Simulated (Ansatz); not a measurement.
BSiH3 (H-bridged), triplet: the ladder up to UCCSDT(Q)

Geometry: that of the BSiH3 (H-bridged), singlet, kept fixed. The singlet lies 3.2 eV lower here.

```yaml
atoms:
  - { symbol: Si, position_ang: [0.0091, 0.0000, 0.6016] }
  - { symbol: B, position_ang: [0.0825, 0.0000, -1.2150] }
  - { symbol: H, position_ang: [-0.6559, -0.9412, -0.6669] }
  - { symbol: H, position_ang: [-0.6559, 0.9412, -0.6669] }
  - { symbol: H, position_ang: [0.1724, 0.0000, -2.3958] }
```

Basis cc-pVDZ; Ansatz 0.2.0. Correlated methods freeze the noble-gas cores, which leaves 10 electrons in 41 orbitals. R marks a restricted (for open shells ROHF) determinant, U an unrestricted one. Active spaces: valence = (10e, 11o) chosen from the atoms' valence shells.

Full CI isn't at hand for all of this; UCCSDT(Q) serves as the reference, and is uncertain by about the last step of the cluster series. The frozen core follows each run's orbitals, which can shift R against U totals by a few meV.

For open shells CISD is restricted-active-space CI with the open shells as a complete middle space.

```
UHF ⟨S²⟩                          : 2.081
T1 diagnostic (RCCSD)             : 0.0282
largest doubles amplitude (RCCSD) : 0.071
T1 diagnostic (UCCSD)             : 0.0313
```

```csv
level,E − E(UCCSDT(Q)) (mEh),share of correlation (%),wall time
RHF,223.51,0.00,–
UHF,214.30,4.12,–
RMP2,44.13,80.25,–
UMP2,47.95,78.55,–
CISD,25.11,88.76,2.5 s
RCCSD,9.29,95.84,–
UCCSD,9.04,95.95,–
RCCSD(T),1.70,99.24,6.5 s
UCCSD(T),1.84,99.18,20 s
BCCD(T),1.73,99.22,4.9 s
RCCSDT,0.43,99.81,–
UCCSDT,0.39,99.83,–
RCCSDT(Q),0.04,99.98,5.5 s (H100)
CASSCF (valence space),132.11,40.89,–
NEVPT2 (valence space),34.27,84.67,3.9 s (H100)
MRCISD (valence space),9.60,95.71,–
MRCISD+Q (valence space),1.20,99.46,9 s (H100)
```

The correlation energy at UCCSDT(Q), counted from RHF, is -6.082 eV. That run took 6 s on 2 threads of AMD EPYC 7R13 with a shared H100 80 GB, shared host.

Times hold each run's SCF and search for its determinant on a shared host, so for small cases they say little of a method's own cost; rows without a card ran on 1 thread of AMD EPYC 7R13.

Natural occupations of CASSCF (valence space) about the gap: 1.981 1.974 1.967 1.936 1.001 0.999 0.055 0.029 0.024 0.021; effectively unpaired electrons, Σ n²(2−n)², 2.04.
